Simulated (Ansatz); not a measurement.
# SiClF: one species, many methods

One table from this session's results is given with a row withheld; the runs are named, their logs left out.

Computed with Ansatz 0.2.0, Gaussian basis. Level: functionals in def2-TZVPP, the program's frozen cores in correlated methods.

The runs, in order: LDA (SPW92), PBE-D4, revPBE-D4, BLYP-D4, r2SCAN-D4, B97M-V, PBE0-D4, B3LYP-D4, r2SCANh-D4, r2SCAN0-D4, HSE06-D4, BHLYP-D4, CAM-B3LYP-D4, LC-ωPBE, ωB97X-V, ωB97M-V, B2PLYP, PBE-QIDH; CCSD(T)/def2-SVP; CCSD(T)/def2-TZVPP; CCSD(T)/def2-QZVPP; extrapolation to the limit; RPA on PBE.

**The relaxed structure**

All runs share one geometry, relaxed beforehand with PBE0-D4 in a triple-zeta def2 set.

SMILES `F[Si]Cl`, 3 atoms, charge 0, spin multiplicity 1.

Atoms are counted from 1 here; the program's logs count them from 0.

Bond lengths: F1–Si2 1.603 Å, Si2–Cl3 2.080 Å. Angles: F1–Si2–Cl3 100.6°.

Geometry (Å):

```xyz
3

F     0.62770   -1.22755    0.20224
Si   -0.60788   -0.38227   -0.37110
Cl   -0.03082    1.54502    0.15556
```

The first run:

File in.yaml:

```yaml
crystal:
  periodic: [false, false, false]
  atoms:
    - {symbol: F, position_ang: [0.627695, -1.227554, 0.202238]}
    - {symbol: Si, position_ang: [-0.607876, -0.382270, -0.371096]}
    - {symbol: Cl, position_ang: [-0.030820, 1.545023, 0.155558]}
basis:
  gaussian: {orbitals: def2-TZVPP}
hamiltonian: {xc: lda}
output: {orbitals: {seedname: orbitals}}
```

Command:

```bash
$ ansatz run in.yaml --threads 2 --pin off --events-out ev --progress --plain --max-ram 22528MiB --backend cpu
```

Among the steps run: LDA; PBE-D4 (GGA); revPBE-D4 (GGA); BLYP-D4 (GGA); r2SCAN-D4 (meta-GGA); B97M-V (meta-GGA); PBE0-D4 (hybrid); B3LYP-D4 (hybrid); r2SCANh-D4 (hybrid); r2SCAN0-D4 (hybrid); HSE06-D4 (hybrid); BHLYP-D4 (hybrid); CAM-B3LYP-D4 (range-separated); LC-ωPBE (range-separated); ωB97X-V (range-separated); ωB97M-V (range-separated); B2PLYP (double hybrid); PBE-QIDH (double hybrid).

One of the session's tables, all rows but one given; the rest of the session is left out.

It belongs to the step «Frontier levels by functional». 

| functional | HOMO (eV) | LUMO (eV) | gap (eV) |
| --- | --- | --- | --- |
| LDA (SPW92) | -6.96 | -3.50 | 3.45 |
| PBE-D4 | -6.83 | -3.32 | 3.51 |
| revPBE-D4 | -6.78 | -3.25 | 3.52 |
| BLYP-D4 | -6.70 | -3.17 | 3.53 |
| r2SCAN-D4 | -7.06 | -3.25 | 3.81 |
| B97M-V | ? | ? | ? |
| PBE0-D4 | -7.98 | -2.52 | 5.46 |
| B3LYP-D4 | -7.79 | -2.70 | 5.09 |
| r2SCANh-D4 | -7.49 | -2.94 | 4.54 |
| r2SCAN0-D4 | -8.12 | -2.48 | 5.65 |
| HSE06-D4 | -7.58 | -2.90 | 4.68 |
| BHLYP-D4 | -9.02 | -1.61 | 7.41 |
| CAM-B3LYP-D4 | -9.30 | -1.41 | 7.88 |
| LC-ωPBE | -10.58 | -0.32 | 10.26 |
| ωB97X-V | -10.24 | -0.38 | 9.86 |
| ωB97M-V | -10.08 | -0.46 | 9.62 |

**Question.** Estimate the row for B97M-V.

The run gave: HOMO (eV): -7.13; LUMO (eV): -3.18; gap (eV): 3.95. In the column «HOMO (eV)» it lies between r2SCANh-D4 (-7.49) and r2SCAN-D4 (-7.06).
